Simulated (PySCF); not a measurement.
F2H2Si.
InChI=1S/F2H2Si/c1-3-2/h3H2

Method used: PBE0-D3(BJ)/def2-SVP geometry optimisation, gas phase (PySCF).

Take the most abundant isotopes and a rigid rotor. 

Q: What are A, B and C (MHz)?

A: Ia = 21.26, Ib = 67.40, Ic = 82.40 u·Å²; 505379 MHz·u·Å²/I gives A = 23767, B = 7498, C = 6133 MHz.

Q: What kind of rotor is it?

A: An asymmetric top. Ray's parameter κ = (2B − A − C)/(A − C) = -0.845; −1 is the prolate and +1 the oblate limit.

Q: Is it planar, by Δ = Ic − Ia − Ib?

A: Not planar: Δ = Ic − Ia − Ib = -6.27 u·Å². For a rigid frame Δ = −2 Σ m c², so Σ m c² = 3.13 u·Å² lies off the ab plane, practically all of it from hydrogen. The atom farthest from that plane is 1.25 Å away.

Q: Give the other two planar moments, Paa and Pbb, and the rms extents of the mass along the axes.

A: Paa = Σ m a² = (Ib + Ic − Ia)/2 = 64.27 and Pbb = Σ m b² = (Ia + Ic − Ib)/2 = 18.13 u·Å². With the mass M = 67.99 u, the rms extents √(P/M) along a, b and c are 0.97, 0.52, 0.21 Å.

Q: Where do the levels up to J = 4 lie, in MHz?

A: Above 0(0,0):
J = 1: 1(0,1) 13631, 1(1,1) 29901, 1(1,0) 31266
J = 2: 2(0,2) 40812, 2(1,2) 55799, 2(1,1) 59893, 2(2,1) 108701, 2(2,0) 108783
J = 3: 3(0,3) 81379, 3(1,3) 94596, 3(1,2) 102782, 3(2,2) 149595, 3(2,1) 150005, 3(3,1) 234404, 3(3,0) 234407
J = 4: 4(0,4) 135099, 4(1,4) 146237, 4(1,3) 159863, 4(2,3) 204057, 4(2,2) 205272, 4(3,2) 289085, 4(3,1) 289107, 4(4,1) 407605, 4(4,0) 407605
The levels of one J sum to (2J + 1)J(J + 1)(A + B + C)/3.

Q: Predict some low-J microwave lines.

A: The dipole components are |μa| = 0.00 D, |μb| = 1.63 D, |μc| = 0.00 D; the symmetry axis of this C2v structure is b, so μa and μc vanish by symmetry and there are no a-type or c-type lines. Some lines, for components of 0.1 D or more:

```json
{"type": "b", "branch": "R", "J(Ka,Kc)": "2(0,2) ← 1(1,1)", "MHz": "10911", "lower level (cm⁻¹)": "0.997"}
{"type": "b", "branch": "Q", "J(Ka,Kc)": "1(1,0) ← 1(0,1)", "MHz": "17634", "lower level (cm⁻¹)": "0.455"}
{"type": "b", "branch": "Q", "J(Ka,Kc)": "2(1,1) ← 2(0,2)", "MHz": "19081", "lower level (cm⁻¹)": "1.361"}
{"type": "b", "branch": "Q", "J(Ka,Kc)": "3(1,2) ← 3(0,3)", "MHz": "21403", "lower level (cm⁻¹)": "2.715"}
{"type": "b", "branch": "R", "J(Ka,Kc)": "3(0,3) ← 2(1,2)", "MHz": "25580", "lower level (cm⁻¹)": "1.861"}
{"type": "b", "branch": "R", "J(Ka,Kc)": "1(1,1) ← 0(0,0)", "MHz": "29901", "lower level (cm⁻¹)": "0.000"}
{"type": "b", "branch": "R", "J(Ka,Kc)": "2(1,2) ← 1(0,1)", "MHz": "42167", "lower level (cm⁻¹)": "0.455"}
{"type": "b", "branch": "Q", "J(Ka,Kc)": "3(2,1) ← 3(1,2)", "MHz": "47223", "lower level (cm⁻¹)": "3.428"}
{"type": "b", "branch": "Q", "J(Ka,Kc)": "2(2,0) ← 2(1,1)", "MHz": "48890", "lower level (cm⁻¹)": "1.998"}
{"type": "b", "branch": "Q", "J(Ka,Kc)": "2(2,1) ← 2(1,2)", "MHz": "52902", "lower level (cm⁻¹)": "1.861"}
{"type": "b", "branch": "R", "J(Ka,Kc)": "3(1,3) ← 2(0,2)", "MHz": "53784", "lower level (cm⁻¹)": "1.361"}
{"type": "b", "branch": "Q", "J(Ka,Kc)": "3(2,2) ← 3(1,3)", "MHz": "54999", "lower level (cm⁻¹)": "3.155"}
{"type": "b", "branch": "R", "J(Ka,Kc)": "2(2,1) ← 1(1,0)", "MHz": "77435", "lower level (cm⁻¹)": "1.043"}
{"type": "b", "branch": "R", "J(Ka,Kc)": "2(2,0) ← 1(1,1)", "MHz": "78883", "lower level (cm⁻¹)": "0.997"}
{"type": "b", "branch": "Q", "J(Ka,Kc)": "3(3,0) ← 3(2,1)", "MHz": "84402", "lower level (cm⁻¹)": "5.004"}
{"type": "b", "branch": "Q", "J(Ka,Kc)": "3(3,1) ← 3(2,2)", "MHz": "84808", "lower level (cm⁻¹)": "4.990"}
{"type": "b", "branch": "R", "J(Ka,Kc)": "3(2,2) ← 2(1,1)", "MHz": "89702", "lower level (cm⁻¹)": "1.998"}
{"type": "b", "branch": "R", "J(Ka,Kc)": "3(2,1) ← 2(1,2)", "MHz": "94206", "lower level (cm⁻¹)": "1.861"}
{"type": "b", "branch": "R", "J(Ka,Kc)": "3(3,1) ← 2(2,0)", "MHz": "125620", "lower level (cm⁻¹)": "3.629"}
{"type": "b", "branch": "R", "J(Ka,Kc)": "3(3,0) ← 2(2,1)", "MHz": "125706", "lower level (cm⁻¹)": "3.626"}
```

Q: Estimate the classical rotational partition function at 50 K, 100 K and 200 K.

A: Point group C2v, symmetry number σ = 2; q = (√π/σ)·√((kT/h)³/(ABC)), k/h = 20836.6 MHz/K: 901 at 50 K, 2550 at 100 K, 7210 at 200 K.

Stationary, but not proved a minimum. No vibrational averaging or centrifugal distortion is included, and the geometry carries the error of its method.

On one thread of an Arm Neoverse V1, no GPU, shared host, this took 3.8 s of wall time and 0.27 GiB of memory at its peak. These figures are those of the optimisation.
